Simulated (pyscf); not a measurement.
## Four-centre exchange: HO–SiH₂–F + ammonia (NH₃) → HO–SiH₂–F + ammonia (NH₃)

Gas phase, singlet surface, charge 0. Bonds broken: Si2–H8, H5–N7. Bonds formed: Si2–H5, N7–H8. Structures and frequencies: ωB97X-D3(BJ)/def2-SVP in PySCF. Correlated levels are frozen-core, on RHF or UHF. ΔMP2 is the change of the MP2 total energy from the triple- to the quadruple-zeta basis.

Transition state (Å):

```xyz
10

O      0.6349     1.7293    -0.0536
Si     0.7705     0.0735     0.3312
F      1.4211    -0.6168    -1.0463
H      1.4770     2.1382    -0.2853
H     -1.5585    -0.9493     0.1421
H      1.9987     0.0166     1.2436
N     -2.2236    -0.8082     0.9533
H     -1.4326    -0.5082     1.5858
H     -2.8332    -0.0051     0.7597
H     -2.7432    -1.6424     1.2542
```

One imaginary mode, 705i cm⁻¹; descent along it reached the two sides named.

| bond | change | reactant side (Å) | saddle | product side |
|---|---|---|---|---|
| Si2–H8 | breaks | 1.500 | 2.6 | 5.0 |
| H5–N7 | breaks | 1.021 | 1.058 | 2.7 |
| Si2–H5 | forms | 4.6 | 2.551 | 1.475 |
| N7–H8 | forms | 2.8 | 1.056 | 1.020 |

Electronic energies relative to the separated reactants (kcal/mol):

| level | barrier | reaction energy | reverse barrier |
|---|---|---|---|
| ωB97X-D3(BJ)/def2-TZVP | 60.9 | 0.0 | 60.9 |
| PBE/def2-TZVP | 51.3 | 0.0 | 51.3 |
| r²SCAN/def2-TZVP | 59.0 | 0.0 | 59.0 |
| B3LYP-D3(BJ)/def2-TZVP | 57.3 | 0.0 | 57.3 |
| PBE0-D3(BJ)/def2-TZVP | 55.1 | 0.0 | 55.1 |
| M06-2X/def2-TZVP | 61.5 | 0.0 | 61.5 |
| ωB97M-D3(BJ)/def2-TZVP | 59.2 | 0.0 | 59.2 |
| HF/def2-TZVP | 73.7 | 0.0 | 73.7 |
| MP2/def2-QZVPP | 63.5 | 0.0 | 63.5 |
| CCSD/def2-TZVPP | 64.5 | 0.0 | 64.5 |
| CCSD(T)/def2-TZVPP | 62.5 | 0.0 | 62.5 |
| CCSD(T)/def2-TZVPP + ΔMP2(QZVPP) | 62.0 | 0.0 | 62.0 |

With CCSD(T)/def2-TZVPP + ΔMP2(QZVPP) energies and thermal terms (ideal gas, 1 atm, RRHO with modes under 100 cm⁻¹ raised to 100, one conformer, R ln 2 for chiral ones without a mode under 150 cm⁻¹), in kcal/mol:

| T (K) | ΔH‡ | ΔG‡ | ΔH | ΔG |
|---|---|---|---|---|
| 298 | 63.5 | 72.3 | 0.0 | 0.0 |
| 600 | 63.6 | 81.2 | 0.0 | 0.0 |
| 900 | 64.0 | 89.8 | 0.0 | 0.0 |
| 1200 | 64.5 | 98.4 | 0.0 | 0.0 |

The same reactants have a lower exit, to H₂N–SiH₂–OH + HF (barrier +23.6 kcal/mol at ωB97M-D3(BJ)/def2-TZVP, against +59.2 kcal/mol here). This is the saddle that the search found; another between the same sides may lie lower. The CCSD(T) − MP2 part came from Ansatz, without density fitting, on the same reference.
